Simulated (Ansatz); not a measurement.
Energy needed to pull apart C$_{2}$H$_{3}$N (SMILES C1=CN1), singlet, into free ground-state atoms, from the structure below (at a frame of a short PBE0-D4/def2-SVP trajectory); no zero-point or spin–orbit terms; open-shell atoms are treated unrestricted, in their ground-state multiplicity.

```
6
angstrom
C -0.6759 -0.1717 -0.2423
C 0.4575 0.3110 -0.5265
N 0.0394 0.3072 0.9357
H -1.7585 -0.4342 -0.4617
H 1.2777 0.8150 -1.0657
H 0.7330 -0.4276 1.2147
```

Ansatz 0.2.0; basis: def2-TZVPP; cores frozen in the correlated methods.

```json
{"method": "PBE-D4", "atomization energy (eV)": "23.98"}
{"method": "r2SCAN-D4", "atomization energy (eV)": "22.78"}
{"method": "PBE0-D4", "atomization energy (eV)": "23.09"}
{"method": "wB97M-V", "atomization energy (eV)": "22.92"}
{"method": "HF", "atomization energy (eV)": "14.37"}
{"method": "MP2", "atomization energy (eV)": "?"}
{"method": "CCSD", "atomization energy (eV)": "?"}
{"method": "CCSD(T)", "atomization energy (eV)": "21.97"}
```

**Question.** What does CCSD give? (An estimate is asked for; the value comes from the calculation.)

**Answer.** By the calculation: 21.40 eV, which is about 0.56 eV less than CCSD(T)/def2-TZVPP.

**Question.** What does MP2 give? (To be estimated.)

**Answer.** Computed: 22.55 eV, which is about 0.58 eV more than CCSD(T)/def2-TZVPP.

In triple zeta the MP2 and coupled-cluster atomization energies are still short of their basis limit by a few kcal/mol a bond, whereas those of the functionals are nearly converged, so these differences are not deviations from converged CCSD(T).

T1 diagnostic: at most 0.012. The restricted Hartree–Fock reference is unstable towards an unrestricted one here.

For scale, one of the runs: CCSD(T)/def2-TZVPP forces, 135 basis functions, launched by `ansatz run in.yaml --threads 2 --pin off --events-out ev --progress --plain --max-ram 3481MiB`. Time: 46 s of wall clock on 2 CPU threads of an AMD EPYC 7R43; the host was shared. Peak host memory: 1.3 GiB.
